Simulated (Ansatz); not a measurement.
We consider A-type hexagonal La₂O₃, described by revPBE (Ansatz, a program for electronic structure, plane waves, PAW).

Run with plane-wave cutoff 520 eV, 12×12×6 k mesh (along the axes of the cell as run), Fermi–Dirac smearing 0.01 eV, scalar-relativistic PAW data made under PBE.

Energies at three volumes about the minimum:

| V (Å³/atom) | E − E_lowest (meV/atom) |
|---|---|
| 16.644 | 2.25 |
| 16.983 | 0.00 |
| 17.323 | 2.12 |

**Question.** Fit a parabola by hand: where is the minimum, and what is the bulk modulus?

**Answer.** Slopes: (0.00 − 2.25)/(16.983 − 16.644) = -6.637 and (2.12 − 0.00)/(17.323 − 16.983) = 6.235 meV/Å³. Curvature E″ = 2 × (6.235 − (-6.637))/(17.323 − 16.644) = 37.915 meV/Å⁶. From the middle of the first interval, the slope vanishes at V0 = 16.8135 − (-6.637)/37.915 = 16.989 Å³/atom. B = V0 E″ = 16.989 × 37.915 meV/Å³ × 0.1602 GPa per meV/Å³ = 103 GPa. The full Birch–Murnaghan fit to all volumes gives V0 = 16.983 Å³/atom and B0 = 103 GPa.

Shape and atoms are relaxed at each volume.

Measured, for comparison: bulk modulus 113 GPa (300 K, no zero-point or thermal correction; as tabulated in Santana et al. (2016), arXiv:1608.06321); equilibrium volume per atom 16.44 Å³/atom (room temperature, no zero-point or thermal correction, equation of state from high-pressure X-ray diffraction; as tabulated in Ibáñez et al. (2020), arXiv:2005.12956). Computed (rounded) less measured: bulk modulus -9 %, equilibrium volume per atom +3.3 %.

Note: the bulk modulus comes from volumes at which shape and atoms were relaxed.
